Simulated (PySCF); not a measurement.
## Which basis set comes closest?

Molecule: `[SiH4]`, H4Si.

Cartesian coordinates in Å; atom numbers follow the order of the lines, from 1:
```xyz
5

Si    0.019   -0.021   -0.019
H    -0.175    1.207   -0.846
H    -0.729    0.121    1.265
H     1.472   -0.203    0.268
H    -0.494   -1.209   -0.763
```

Geometry PBE0-D3(BJ)/def2-SVP throughout; GIAO in PySCF 2.14, gas phase, one conformer, non-relativistic; equivalent atoms averaged; functional PBE0.

Reference values (measured; C. Corminboeuf, T. Heine, J. Weber, Chem. Phys. Lett. 357 (2002) 1): δ(Si1) = -95.6 ppm vs TMS. Computed shifts are taken against TMS, calculated as an isolated molecule at each level.

Question: How do the basis sets STO-3G, 6-31G, pcSseg-0, 6-31G*, def2-SVP, cc-pVDZ, pcSseg-1, 6-311+G(2d,p), def2-TZVP, aug-cc-pVDZ, IGLO-III, cc-pVTZ, pcSseg-2, pcSseg-3 perform against the reference? Times are CPU seconds on shared hosts with different chips, so compare them loosely.

Answer: 
```
    basis set  functions     Si1  abs. error Si  core-s
       STO-3G         13   -90.1            5.5     0.5
        6-31G         21   -78.5           17.1    0.78
     pcSseg-0         21  -151.9           56.3    0.71
       6-31G*         26   -64.4           31.2    0.82
     def2-SVP         38   -94.9            0.7    0.85
      cc-pVDZ         38   -86.5            9.1     1.1
     pcSseg-1         44  -103.0            7.4    0.99
6-311+G(2d,p)         59  -104.6            9.0     1.4
    def2-TZVP         61  -107.3           11.7     1.6
  aug-cc-pVDZ         63  -106.9           11.3     1.8
     IGLO-III         84  -106.7           11.1     1.9
      cc-pVTZ         90   -99.9            4.3     2.1
     pcSseg-2         99  -105.9           10.3     1.2
     pcSseg-3        208  -105.8           10.2     6.9
```

For $^{29}$Si the closest is def2-SVP (0.7 ppm) and the furthest pcSseg-0 (56.3 ppm). Where a smaller basis beats a larger one, errors probably cancel; the largest sets show where the functional converges. One molecule is a small sample, and vibrational and solvent effects are absent from the calculation.

A small basis that lands close on one nucleus may do so by chance; judge by the trend and by all nuclei.
